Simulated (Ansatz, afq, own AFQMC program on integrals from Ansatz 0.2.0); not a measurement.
# Ge, triplet: AFQMC among the cluster methods

A free Ge atom.

Basis cc-pVTZ. Only valence electrons are correlated. AFQMC by an in-house program on the Cholesky factors that Ansatz 0.2.0 writes for its CCSD(T) run. The CISD trial takes its coefficients from CCSD amplitudes. Released means that phaseless walkers are propagated on without the constraint, phases kept. ± is one standard error of the sampling. No spin–orbit coupling.

Determinant: UHF, the one that the program's search chose, which needn't be the lowest solution.

Full CI on the same integrals is exact in this basis and with this determinant's frozen core.

Cautions: no relativity below Rb; no spin-orbit coupling; inner d shell frozen; the ph-AFQMC/HF walk drifts between its halves (2.2 errors).

The T1 diagnostic is 0.0093 and the weight of the determinant in the CISD state is 0.944. The ⟨S²⟩ of the determinant is 2.011 and the size of the correlated space is 4 electrons in 29 orbitals.

Reference: full CI, correlation energy -1.835 eV. The released energy is read at 1.50 1/Eh (meV from the phaseless value at times in 1/Eh: -2.6 ± 1.5 at 0.24, -2.0 ± 0.8 at 0.50, -2.8 ± 0.6 at 1.00, -4.7 ± 1.8 at 1.50).

```json
{"level": "HF", "E − E(reference) (kJ/mol)": "177.0", "share of correlation (%)": "0.00"}
{"level": "MP2", "E − E(reference) (kJ/mol)": "45.6", "share of correlation (%)": "74.25"}
{"level": "CCSD", "E − E(reference) (kJ/mol)": "6.3", "share of correlation (%)": "96.45"}
{"level": "CCSD(T)", "E − E(reference) (kJ/mol)": "1.5", "share of correlation (%)": "99.17"}
{"level": "CCSDT", "E − E(reference) (kJ/mol)": "0.1", "share of correlation (%)": "99.93"}
{"level": "CCSDT(Q)", "E − E(reference) (kJ/mol)": "0.0", "share of correlation (%)": "99.99"}
{"level": "ph-AFQMC/HF", "E − E(reference) (kJ/mol)": "6.4 ± 0.9", "share of correlation (%)": "96.41"}
{"level": "ph-AFQMC/CISD", "E − E(reference) (kJ/mol)": "0.4 ± 0.1", "share of correlation (%)": "99.78"}
{"level": "released AFQMC", "E − E(reference) (kJ/mol)": "-0.1 ± 0.2", "share of correlation (%)": "100.04"}
```

CCSDT and higher add their correlation energy to the determinant of the CCSD(T) run, since their own runs factorise the integrals more tightly (a shift of under 2 meV). A walk keeps the symmetry of its determinant, which the program's search chose and which needn't be the lowest solution, so a lower state of the same spin and another symmetry isn't excluded. Released energies are given only where the last usable release times agree within the noise; a slower fall can still hide under it.
